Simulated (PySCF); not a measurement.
# How good is the calculation?

Molfile (atoms numbered from 1):
```
C3H4
     RDKit          3D

  7  7  0  0  0  0  0  0  0  0999 V2000
   -0.5273    0.6691    0.1296 C   0  0  0  0  0  0  0  0  0  0  0  0
   -0.6389   -0.6049   -0.0845 C   0  0  0  0  0  0  0  0  0  0  0  0
    0.7636   -0.0732   -0.0492 C   0  0  0  0  0  0  0  0  0  0  0  0
   -0.9870    1.6372    0.3110 H   0  0  0  0  0  0  0  0  0  0  0  0
   -1.2583   -1.4887   -0.2129 H   0  0  0  0  0  0  0  0  0  0  0  0
    1.4056   -0.2754    0.8234 H   0  0  0  0  0  0  0  0  0  0  0  0
    1.3342    0.0340   -0.9859 H   0  0  0  0  0  0  0  0  0  0  0  0
  1  2  2  0
  2  3  1  0
  3  1  1  0
  1  4  1  0
  2  5  1  0
  3  6  1  0
  3  7  1  0
M  END
```

Published values to compare with: σ 13C C3 192.1; C1/C2 83.7; σ 1H H6/H7 30.60; H4/H5 24.40 ppm (CCSD(T)/aug-cc-pCV[TQ]Z extrapolated; gas (isolated, no vibration); Teale, Lutnaes, Helgaker, Tozer, Gauss, JCP 2013, 138, 024111, as tabulated in M. Glasbrenner, PhD thesis, LMU Munich (SI Table 24)).
σ 13C C3 192.5; C1/C2 84.8; σ 1H H6/H7 30.70; H4/H5 24.40 ppm (CCSD(T)/cc-pCVQZ; gas (isolated, no vibration); M. Glasbrenner, PhD thesis, LMU Munich (RPA NMR shieldings paper, SI)).

Computed data (PySCF 2.14.0 with density-fitted response routines): geometry from PBE0-D3(BJ)/def2-SVP, NMR shieldings at PBE0/pcSseg-1/GIAO. Non-relativistic, rapidly exchanging positions averaged, gas phase, one conformer.

**Question.** What does the calculation give, and how does it compare?

**Answer.** 
Reference values: CCSD(T)/aug-cc-pCV[TQ]Z extrapolated (gas (isolated, no vibration); Teale, Lutnaes, Helgaker, Tozer, Gauss, JCP 2013, 138, 024111, as tabulated in M. Glasbrenner, PhD thesis, LMU Munich (SI Table 24)).
```json
{"atoms": "C3", "quantity": "σ 13C", "reference": "192.1", "computed": "178.7"}
{"atoms": "C1/C2", "quantity": "σ 13C", "reference": "83.7", "computed": "65.9"}
{"atoms": "H6/H7", "quantity": "σ 1H", "reference": "30.60", "computed": "30.10"}
{"atoms": "H4/H5", "quantity": "σ 1H", "reference": "24.40", "computed": "23.98"}
```

Reference values: CCSD(T)/cc-pCVQZ (gas (isolated, no vibration); M. Glasbrenner, PhD thesis, LMU Munich (RPA NMR shieldings paper, SI)).
```tsv
atoms	quantity	reference	computed
C3	σ 13C	192.5	178.7
C1/C2	σ 13C	84.8	65.9
H6/H7	σ 1H	30.70	30.10
H4/H5	σ 1H	24.40	23.98
```

Absolute shieldings are compared as such; zero-point and thermal motion, absent here, lowers them by some tenths of a ppm for H, a few ppm for C and up to about 10 ppm for F.

**Question.** How far are the unscaled 13C shieldings from the references?

**Answer.** Mean signed difference -15.98 ppm, mean absolute 15.98 ppm over 4 comparisons; the largest is -18.9 ppm at C1/C2 (alkene CH).

**Question.** How far are the unscaled 1H shieldings from the references?

**Answer.** Mean signed difference -0.48 ppm, mean absolute 0.48 ppm over 4 comparisons; the largest is -0.60 ppm at H6/H7 (hydrogen on a three-membered-ring carbon).

8 of the 32 published NMR values on file for this molecule are compared. The rest: other calculations.
